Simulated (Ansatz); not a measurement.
# AlH3+ (doublet): the correlation ladder at distance Al1–H3 = 5.419 Å, cc-pVTZ

Aim: climb from Hartree-Fock through coupled cluster and multireference methods for AlH3+ (doublet) at one geometry and basis, and see what each rung misses.

Program: Ansatz 0.2.0, Gaussian basis. Level of theory: cc-pVTZ, core rule «outside noble gas», up to 5 orbitals frozen. These are calculated values, not measurements.

The runs, in order: UHF; CCSD(T) on ROHF; CCSD(T) on UHF; BCCD(T) on ROHF; CCSDT(Q) on ROHF; CCSDT(Q) on UHF; CASSCF and MRCISD+Q, 3 electrons in 3 orbitals; CASSCF and NEVPT2, 3 electrons in 3 orbitals; Full CI.

22 further runs of the same task are left out: 20 for a known fault of the program, 2 that didn't finish.

## Step 1: The geometry

The geometry derives from a PBE0/def2-TZVP stationary point (not a proven minimum). One bond is set to the value named and the two fragments are kept rigid.

4 atoms, charge 1, spin multiplicity 2.

Atoms are counted from 1 here; the program's logs count them from 0.

Bond lengths: Al1–H2 1.560 Å.

Geometry (Å):

```xyz
4

Al    0.0000    0.0431   -0.1289
H     0.0000    0.2121   -1.6801
H     0.0000    0.6302    5.2583
H     0.0000   -1.9961   -0.1289
```

## Step 2: UHF

The input, in.yaml:

```yaml
crystal:
  periodic: [false, false, false]
  atoms:
    - {symbol: Al, position_ang: [0.000000, 0.043101, -0.128856]}
    - {symbol: H, position_ang: [0.000000, 0.212143, -1.680054]}
    - {symbol: H, position_ang: [0.000000, 0.630165, 5.258251]}
    - {symbol: H, position_ang: [0.000000, -1.996071, -0.128856]}
basis:
  gaussian: {orbitals: cc-pVTZ}
total_charge: 1
magnetization: {spin_polarized: true, initial_magnetization: 1}
hamiltonian: {xc: hf}
output: {orbitals: {seedname: orbitals}}
```

Launch:

```bash
$ ansatz run in.yaml --threads 1 --pin off --events-out ev --progress --plain --max-ram 4096MiB --backend cpu
```

The runs that follow: CCSD(T) on ROHF; CCSD(T) on UHF; BCCD(T) on ROHF; CCSDT(Q) on ROHF; CCSDT(Q) on UHF; CASSCF and MRCISD+Q, 3 electrons in 3 orbitals; CASSCF and NEVPT2, 3 electrons in 3 orbitals; Full CI.

**Question.** What will the summary of the whole plan be? Wanted: FCI below the RHF energy; RMP2 from FCI; UMP2 from FCI; RCCSD from FCI; RCCSD(T) from FCI; UCCSD(T) from FCI; RCCSDT(Q) from FCI; UCCSDT(Q) from FCI; NEVPT2 pair from FCI.

**Answer**, as computed:

| quantity | value |
| --- | --- |
| FCI below the RHF energy | -2.6611 eV |
| RMP2 from FCI | +75.2 kJ/mol |
| UMP2 from FCI | +87.9 kJ/mol |
| RCCSD from FCI | +6.8 kJ/mol |
| RCCSD(T) from FCI | +1.7 kJ/mol |
| UCCSD(T) from FCI | +4.7 kJ/mol |
| RCCSDT(Q) from FCI | 0.0 kJ/mol |
| UCCSDT(Q) from FCI | 0.0 kJ/mol |
| NEVPT2 pair from FCI | +43.8 kJ/mol |
| MRCISD+Q pair from FCI | -0.9 kJ/mol |
| levels within 1 kcal/mol (43 meV) | RCCSD(T), BCCD(T), RCCSDT, UCCSDT, RCCSDT(Q), UCCSDT(Q), MRCISD+Q pair |
| T1 diagnostic | 0.035 |
| effectively unpaired electrons | 1.22 |

RCCSD(T) lands +1.7 kJ/mol from the yardstick (0.7 % of the correlation energy). CCSD(T) misses by +1.7 kJ/mol on the restricted determinant and by +4.7 kJ/mol on the unrestricted one; the two need not hold the same state or core. MRCISD+Q pair falls below full CI: the +Q correction isn't variational, and the cores differ from full CI's. The occupations show some static correlation. Of the multireference levels listed MRCISD+Q pair comes nearest in total energy (-0.9 kJ/mol), which doesn't show that its space is the better one. These misses are within one basis, not against nature; the frozen cores of restricted and unrestricted runs differ, which can shift their rows.
